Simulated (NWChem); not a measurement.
System: NO cation

Here is an NWChem input.

```
start job
memory heap 200 mb stack 900 mb global 1100 mb
charge 1
geometry units angstroms noautoz
  N      0.000000     0.000000    -0.573251
  O      0.000000     0.000000     0.503114
end
basis spherical
  N library cc-pvqz
  O library cc-pvqz
end
dft
  xc xpbe96 cpbe96
  iterations 150
  mulliken
end
task dft energy
```

Parts of the log:

```
             Northwest Computational Chemistry Package (NWChem) 7.3.0
             --------------------------------------------------------

 ORDER OF PRIMARY AXIS IS BEING SET TO 4
 C4V symmetry detected

                             Geometry "geometry" -> ""
                             -------------------------

 Output coordinates in angstroms (scale by  1.889725989 to convert to a.u.)

  No.       Tag          Charge          X              Y              Z
 ---- ---------------- ---------- -------------- -------------- --------------
    1 N                    7.0000     0.00000000     0.00000000    -0.57406133
    2 O                    8.0000     0.00000000     0.00000000     0.50230367

 Effective nuclear repulsion energy (a.u.)      27.5314841564

      Symmetry information
      --------------------

 Group name             C4v
 Group number             18
 Group order               8
 No. of unique centers     2

  pbe96 is a nonlocal functional; adding pw91lda local functional.

                                 NWChem DFT Module
                                 -----------------

 Summary of "ao basis" -> "ao basis" (spherical)
 ------------------------------------------------------------------------------
       Tag                 Description            Shells   Functions and Types
 ---------------- ------------------------------  ------  ---------------------
 N                          cc-pvqz                 15       55   5s4p3d2f1g
 O                          cc-pvqz                 15       55   5s4p3d2f1g

      Symmetry analysis of basis
      --------------------------

        a1         32
        a2          2
        b1         12
        b2         12
        e          52

            General Information
            -------------------
          SCF calculation type: DFT
          Wavefunction type:  closed shell.
          No. of atoms     :     2
          No. of electrons :    14
           Alpha electrons :     7
            Beta electrons :     7
          Charge           :     1
          Spin multiplicity:     1
          Use of symmetry is: on ; symmetry adaption is: on
          Maximum number of iterations: 150
          AO basis - number of functions:   110
                     number of shells:    30
          Convergence on energy requested:  1.00D-06
          Convergence on density requested:  1.00D-05
          Convergence on gradient requested:  5.00D-04

              XC Information
              --------------
          PerdewBurkeErnzerhof Exchange Functional  1.000
            Perdew 1991 LDA Correlation Functional  1.000 local
           PerdewBurkeErnz. Correlation Functional  1.000 non-local

             Grid Information
             ----------------
          Grid used for XC integration:  medium
          Radial quadrature: Mura-Knowles
          Angular quadrature: Lebedev.
          Tag              B.-S. Rad. Rad. Pts. Rad. Cut. Ang. Pts.
          ---              ---------- --------- --------- ---------
          N                   0.65       49           6.0       434
          O                   0.60       49           6.0       434
          Grid pruning is: on
          Number of quadrature shells:    98
          Spatial weights used:  Erf1

      Superposition of Atomic Density Guess
      -------------------------------------

 Sum of atomic energies:        -129.09817397

 Renormalizing density from      15.00 to     14

      Non-variational initial energy
      ------------------------------

 Total energy =    -123.805265
 1-e energy   =    -215.724409
 2-e energy   =      64.387660
 HOMO         =      -1.068688
 LUMO         =      -0.600397

      Symmetry analysis of molecular orbitals - initial
      -------------------------------------------------

 !! scf_movecs_sym_adapt:   28 vectors were symmetry contaminated

  Symmetry fudging

 !! scf_movecs_sym_adapt:   24 vectors were symmetry contaminated

  Numbering of irreducible representations:

     1 a1          2 a2          3 b1          4 b2          5 e

  Orbital symmetries:

     1 a1          2 a1          3 a1          4 a1          5 e
     6 e           7 a1          8 e           9 e          10 a1
    11 a1         12 e          13 e          14 a1         15 a1
    16 e          17 e

     ---------------------------------------------
      Total Density - Mulliken Population Analysis
     ---------------------------------------------

    Atom       Charge   Shell Charges
 -----------   ------   -------------------------------------------------------
    1 N    7     5.95   2.01 -0.06  0.51  1.01  0.34  0.24  0.78  0.87  0.13  0.00  0.05  0.04  0.00  0.01  0.00
    2 O    8     8.05   2.01 -0.05  0.51  1.04  0.32  0.54  1.53  1.76  0.34  0.00  0.02  0.03  0.00  0.01  0.00

   convergence    iter        energy       DeltaE   RMS-Dens  Diis-err
 ---------------- ----- ----------------- --------- --------- ---------
 d= 0,ls=0.0,diis     1   -129.3640835066 -1.57D+02  8.68D-03  1.67D+00
 d= 0,ls=0.0,diis     2   -128.1632061953  1.20D+00  7.79D-03  1.41D+01
 d= 0,ls=0.0,diis     3   -129.4566835682 -1.29D+00  1.12D-03  1.79D-01
 d= 0,ls=0.0,diis     4   -129.4723663577 -1.57D-02  1.76D-04  2.93D-03
 d= 0,ls=0.0,diis     5   -129.4725640906 -1.98D-04  4.38D-05  1.64D-04
  Resetting Diis
 d= 0,ls=0.0,diis     6   -129.4725789519 -1.49D-05  3.90D-06  1.95D-06
 d= 0,ls=0.0,diis     7   -129.4725790793 -1.27D-07  2.66D-06  1.41D-07

         Total DFT energy =     -129.472579079299
      One electron energy =     -224.634704724235
           Coulomb energy =       82.493354026564
    Exchange-Corr. energy =      -14.862712538009
 Nuclear repulsion energy =       27.531484156381

 Numeric. integr. density =       14.000000440347

                  Occupations of the irreducible representations
                  ----------------------------------------------

                     irrep           alpha         beta
                     --------     --------     --------
                     a1                5.0          5.0
                     a2                0.0          0.0
                     b1                0.0          0.0
                     b2                0.0          0.0
                     e                 2.0          2.0

                       DFT Final Molecular Orbital Analysis
                       ------------------------------------

 Vector    5  Occ=2.000000D+00  E=-9.265728D-01  Symmetry=e
              MO Center= -6.4D-17, -2.1D-16,  9.7D-02, r^2= 6.9D-01
   Bfn.  Coefficient  Atom+Function         Bfn.  Coefficient  Atom+Function
  ----- ------------  ---------------      ----- ------------  ---------------
    68      0.322486  2 O  py                65      0.280549  2 O  py
    13      0.237932  1 N  py                10      0.212638  1 N  py
    62      0.156757  2 O  py                 7      0.113103  1 N  py
    71      0.099969  2 O  py                16      0.053625  1 N  py
    67      0.029138  2 O  px                24      0.028657  1 N  d -1

 Vector    6  Occ=2.000000D+00  E=-9.265728D-01  Symmetry=e
              MO Center= -7.7D-15,  6.3D-16,  9.7D-02, r^2= 6.9D-01
   Bfn.  Coefficient  Atom+Function         Bfn.  Coefficient  Atom+Function
  ----- ------------  ---------------      ----- ------------  ---------------
    67      0.322486  2 O  px                64      0.280549  2 O  px
    12      0.237932  1 N  px                 9      0.212638  1 N  px
    61      0.156757  2 O  px                 6      0.113103  1 N  px
    70      0.099969  2 O  px                15      0.053625  1 N  px
    68     -0.029138  2 O  py                26     -0.028657  1 N  d  1

 Vector    7  Occ=2.000000D+00  E=-8.489094D-01  Symmetry=a1
              MO Center=  8.4D-15, -3.4D-15, -5.0D-01, r^2= 9.3D-01
   Bfn.  Coefficient  Atom+Function         Bfn.  Coefficient  Atom+Function
  ----- ------------  ---------------      ----- ------------  ---------------
     4      0.403818  1 N  s                  5      0.289788  1 N  s
    11     -0.254958  1 N  pz                69      0.233144  2 O  pz
    14     -0.222536  1 N  pz                66      0.204946  2 O  pz
     2      0.177617  1 N  s                  3      0.147943  1 N  s
     8     -0.138136  1 N  pz                63      0.114639  2 O  pz

 Vector    8  Occ=0.000000D+00  E=-5.400240D-01  Symmetry=e
              MO Center=  1.8D-15, -3.2D-16, -1.9D-01, r^2= 9.2D-01
   Bfn.  Coefficient  Atom+Function         Bfn.  Coefficient  Atom+Function
  ----- ------------  ---------------      ----- ------------  ---------------
    12      0.419302  1 N  px                67     -0.333029  2 O  px
     9      0.316092  1 N  px                64     -0.261347  2 O  px
    15      0.240704  1 N  px                70     -0.228943  2 O  px
     6      0.168775  1 N  px                61     -0.145381  2 O  px
    13     -0.031730  1 N  py                68      0.025202  2 O  py

 Vector    9  Occ=0.000000D+00  E=-5.400240D-01  Symmetry=e
              MO Center=  5.5D-17,  2.2D-15, -1.9D-01, r^2= 9.2D-01
   Bfn.  Coefficient  Atom+Function         Bfn.  Coefficient  Atom+Function
  ----- ------------  ---------------      ----- ------------  ---------------
    13      0.419302  1 N  py                68     -0.333029  2 O  py
    10      0.316092  1 N  py                65     -0.261347  2 O  py
    16      0.240704  1 N  py                71     -0.228943  2 O  py
     7      0.168775  1 N  py                62     -0.145381  2 O  py
    12      0.031730  1 N  px                67     -0.025202  2 O  px

[...]
```

Level: PBE/cc-pVQZ. All runs use the structure optimised with PBE-D3(BJ)/def2-SVP.
